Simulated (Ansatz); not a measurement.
Born–Oppenheimer molecular dynamics of C₃H₇NO₂ (13 atoms, charge 0, multiplicity 1). It goes on from the last frame of an earlier run, with new velocities.

Level of theory: RKS PBE0/STO-3G (Ansatz 0.2.0).

- ensemble: NVT, Langevin thermostat
- time step: 1 fs
- steps asked: 266
- set temperature: 200 K
- friction: 1 /fs
- seed: 471027

First frame:

```xyz
13
Properties=species:S:1:pos:R:3
N -0.362 0.988 0.700
C -0.746 0.213 -0.330
O -2.090 -0.374 -0.492
C 0.260 -0.172 -1.452
C 1.693 -0.131 -0.952
O 2.101 1.153 -0.395
H -1.144 1.099 1.398
H -2.567 0.005 0.337
H 0.160 0.473 -2.305
H -0.061 -1.174 -1.769
H 2.377 -0.270 -1.777
H 1.850 -1.004 -0.296
H 1.251 1.485 0.155
```

Q: How far do the bonds stretch over the last three quarters of this one trajectory? (Pairs bonded in most of those frames.)

A: 
```tsv
bond	mean (Å)	spread (Å)	shortest	longest
N1–C2	1.318	0.021	1.26	1.36
N1–H7	1.065	0.017	1.03	1.10
C2–O3	1.400	0.020	1.37	1.44
C2–C4	1.551	0.017	1.53	1.60
O3–H8	1.018	0.020	0.97	1.06
C4–C5	1.574	0.026	1.53	1.63
C4–H9	1.100	0.020	1.06	1.15
C4–H10	1.107	0.020	1.05	1.18
C5–O6	1.442	0.022	1.39	1.48
C5–H11	1.117	0.020	1.06	1.16
C5–H12	1.115	0.026	1.04	1.18
O6–H13	1.033	0.016	0.98	1.07
```

Mean temperature of the second half: 199 K. A run of 0.27 ps of so small a system gives no equilibrium averages. The friction is so strong that the motion is overdamped, so the time scale means little. Limits of this set-up: minimal basis.

The run took 7.6 min on 1 thread of Arm Neoverse V2, on a shared host, peak memory 0.089 GiB.
